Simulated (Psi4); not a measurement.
# SiH2ClO (SMILES O[SiH]Cl) at UCCSD(T)/cc-pVDZ

What is the energy difference between two shapes of SiH2ClO at UCCSD(T)/cc-pVDZ? 

The calculation is run with Psi4 1.11.

## Step 1: Starting point

The species is SiH2ClO (5 atoms), meant as a doublet with charge 0. As SMILES, `O[SiH]Cl`. The shape is that of a PBE0-D4/def2-TZVP (4 decimals) optimisation. This is one conformer, not always the lowest.

Bond lengths: O1–Si2 1.639 Å, Si2–Cl3 2.065 Å, O1–H4 0.959 Å, Si2–H5 1.488 Å. Angles: O1–Si2–Cl3 111.1°, O1–Si2–H5 105.3°, Cl3–Si2–H5 108.3°, Si2–O1–H4 118.3°.

## Step 2: The energy at UCCSD(T)/cc-pVDZ

File clh2osi.sdf:

```

     RDKit          3D

  5  4  0  0  0  0  0  0  0  0999 V2000
   -0.8061   -0.4320   -0.7465 O   0  0  0  0  0  0  0  0  0  0  0  0
   -0.0923    0.4798    0.4140 Si  0  0  0  0  0  3  0  0  0  0  0  0
    1.6066   -0.4408    1.1436 Cl  0  0  0  0  0  0  0  0  0  0  0  0
   -1.0241   -1.3432   -0.5400 H   0  0  0  0  0  0  0  0  0  0  0  0
    0.3160    1.7363   -0.2711 H   0  0  0  0  0  0  0  0  0  0  0  0
  2  1  1  0
  3  2  1  0
  4  1  1  0
  5  2  1  0
M  RAD  1   2   2
M  END
$$$$
```

File clh2osi.py:

```python
import psi4
from rdkit import Chem

psi4.set_memory('1600 MB')
psi4.set_num_threads(1)
psi4.core.set_output_file('output.dat', False)

rd = Chem.SDMolSupplier('clh2osi.sdf', removeHs=False, sanitize=False)[0]
xyz = rd.GetConformer().GetPositions()
atoms = '\n'.join(f'{a.GetSymbol()} {x:.4f} {y:.4f} {z:.4f}' for a, (x, y, z) in zip(rd.GetAtoms(), xyz))
mol = psi4.geometry('0 2\n' + atoms + '\nsymmetry c1')

psi4.set_options(dict(basis='cc-pVDZ', reference='uhf', scf_type='pk', freeze_core=True))

e_tot = psi4.energy('ccsd(t)')
print(f'ccsd(t) energy: {e_tot:.10f} Eh')
for k, v in sorted(psi4.core.scalar_variables().items()):
    print(f'{k:45s} {v:18.10f}')
```

Started as:

```
$ python clh2osi.py
```

output.dat:

```text
[...]
  Running in c1 symmetry.
[...]
  Nuclear repulsion =  141.009384922701543
[...]
  Multiplicity = 2
[...]
  Nalpha       = 21
  Nbeta        = 20
[...]
    Number of basis functions: 60
[...]
   @UHF iter   1:  -824.43184230238808   -5.41064e-01   6.96129e-03 DIIS/ADIIS
[...]
   @UHF iter  14:  -824.51561883334216   -1.70530e-12   4.40929e-09 DIIS
[...]
   @S^2 Observed:                7.542465396E-01
[...]
    Orbital Energies [Eh]
    ---------------------
    Alpha Occupied:
       1A   -104.824696     2A    -68.859223     3A    -20.584347
       4A    -10.553716     5A     -8.021773     6A     -8.018359
       7A     -8.017873     8A     -6.202744     9A     -4.312535
      10A     -4.306391    11A     -4.304714    12A     -1.371279
      13A     -1.101972    14A     -0.774365    15A     -0.649442
      16A     -0.588809    17A     -0.568829    18A     -0.521094
      19A     -0.478874    20A     -0.466539    21A     -0.344638
    Alpha Virtual:
      22A      0.142596    23A      0.156915    24A      0.207734
      25A      0.232642    26A      0.383795    27A      0.406016
[...]
  @UHF Final Energy:  -824.51561883334216
   => Energetics <=
    Nuclear Repulsion Energy =            141.0093849227015426
    One-Electron Energy =               -1421.8577328644701083
    Two-Electron Energy =                 456.3327291084264630
    Total Energy =                       -824.5156188333421596
  UHF NO Occupations:
  HONO-2 :   19  A 1.9996404
  HONO-1 :   20  A 1.9985836
[...]
 Multipole Moments:
 ------------------------------------------------------------------------------------
     Multipole            Electronic (a.u.)      Nuclear  (a.u.)        Total (a.u.)
 ------------------------------------------------------------------------------------
 L = 1.  Multiply by 2.5417464519 to convert [e a0] to [Debye]
 Dipole X            :          2.0313729           -2.6275711           -0.5961982
 Dipole Y            :         -1.0582054            0.8840190           -0.1741864
 Dipole Z            :          2.4190348           -2.2746315            0.1444033
 Magnitude           :                                                    0.6376876
[...]
      * MP2 total energy                      = -824.916077461069563
[...]
      * CCSD total energy                     = -824.943574303093328
[...]
      * CCSD(T) total energy                     = -824.952965621196768
```

Wall time 29 s (1 thread of Intel Xeon Platinum 8259CL at 2.50GHz (Skylake/Cascade Lake), shared host); peak memory 0.35 GiB.

## Step 3: The distorted shape, same level

File clh2osi.dat:

```
memory 1.6 GB

molecule {
  0 2
  O     -0.705930    -0.558138    -0.916913
  Si    -0.213145     0.719875     0.401910
  Cl     1.597987    -0.434451     1.319739
  H     -1.094079    -1.215626    -0.410650
  H      0.459459     1.795988    -0.239417
  symmetry c1
}

set {
  basis cc-pVDZ
  reference uhf
  scf_type pk
  freeze_core true
}

energy_value = energy('ccsd(t)')
```

Started as:

```
$ psi4 -n 1 clh2osi.dat clh2osi.out
```

clh2osi.out:

```text
[...]
  Running in c1 symmetry.
[...]
  Nuclear repulsion =  128.072536414299293
[...]
  Multiplicity = 2
[...]
  Nalpha       = 21
  Nbeta        = 20
[...]
    Number of basis functions: 60
[...]
   @UHF iter   1:  -824.35459745752178   -9.04784e-01   7.82514e-03 DIIS/ADIIS
[...]
   @UHF iter  17:  -824.47016676955172   -5.45697e-12   8.64283e-09 DIIS
[...]
   @S^2 Observed:                7.586344934E-01
[...]
    Orbital Energies [Eh]
    ---------------------
    Alpha Occupied:
       1A   -104.809368     2A    -68.907098     3A    -20.579425
       4A    -10.533538     5A     -8.001895     6A     -7.998193
       7A     -7.997885     8A     -6.244310     9A     -4.353962
      10A     -4.346381    11A     -4.345106    12A     -1.338339
      13A     -1.054341    14A     -0.748109    15A     -0.652544
      16A     -0.566115    17A     -0.532092    18A     -0.495290
      19A     -0.450239    20A     -0.438352    21A     -0.400692
    Alpha Virtual:
      22A      0.076238    23A      0.104431    24A      0.192138
      25A      0.234020    26A      0.369028    27A      0.396780
[...]
  @UHF Final Energy:  -824.47016676955172
   => Energetics <=
    Nuclear Repulsion Energy =            128.0725364142992930
    One-Electron Energy =               -1396.1409563144002277
    Two-Electron Energy =                 443.5982531305490966
    Total Energy =                       -824.4701667695518381
  UHF NO Occupations:
  HONO-2 :   19  A 1.9988859
  HONO-1 :   20  A 1.9973680
[...]
 Multipole Moments:
 ------------------------------------------------------------------------------------
     Multipole            Electronic (a.u.)      Nuclear  (a.u.)        Total (a.u.)
 ------------------------------------------------------------------------------------
 L = 1.  Multiply by 2.5417464519 to convert [e a0] to [Debye]
 Dipole X            :          1.3678326           -2.5285223           -1.1606898
 Dipole Y            :         -0.1638116            0.9961465            0.8323349
 Dipole Z            :          2.6281973           -2.3256750            0.3025223
 Magnitude           :                                                    1.4599664
[...]
      * MP2 total energy                      = -824.875988818832411
[...]
      * CCSD total energy                     = -824.904549309234881
[...]
      * CCSD(T) total energy                     = -824.915678787698539
[...]
```

Run time: 31 s. Hardware: 1 thread of Intel Xeon Platinum 8259CL at 2.50GHz (Skylake/Cascade Lake), shared host; peak memory 0.32 GiB.

## Step 4: Outcome

At UCCSD(T)/cc-pVDZ, 11 core orbitals frozen:

```
                                                                   quantity          value
                                                  first shape: total energy  -824.95297 Eh
    first shape: HOMO energy (Hartree–Fock orbitals) (highest over α and β)       -9.38 eV
     first shape: LUMO energy (Hartree–Fock orbitals) (lowest over α and β)        1.38 eV
                  first shape: correlation energy (11 core orbitals frozen)     -437.3 mEh
                                                first shape: (T) correction      -9.39 mEh
                             first shape: ⟨S²⟩ of the reference determinant          0.754
                                                 first shape: T1 diagnostic          0.020
                                              distorted shape: total energy  -824.91568 Eh
distorted shape: HOMO energy (Hartree–Fock orbitals) (highest over α and β)      -10.90 eV
 distorted shape: LUMO energy (Hartree–Fock orbitals) (lowest over α and β)       -0.40 eV
              distorted shape: correlation energy (11 core orbitals frozen)     -445.5 mEh
                                            distorted shape: (T) correction     -11.13 mEh
                         distorted shape: ⟨S²⟩ of the reference determinant          0.759
                                             distorted shape: T1 diagnostic          0.027
                                     energy change with the atoms displaced       1.015 eV
```

**Reading.** With the atoms displaced the energy rises by 1.01 eV (23 kcal/mol). The first shape isn't relaxed at this level, so the change isn't measured from a minimum. The triples (first shape) make up 2.1 % of the correlation energy. The triples (distorted shape) make up 2.5 % of the correlation energy.
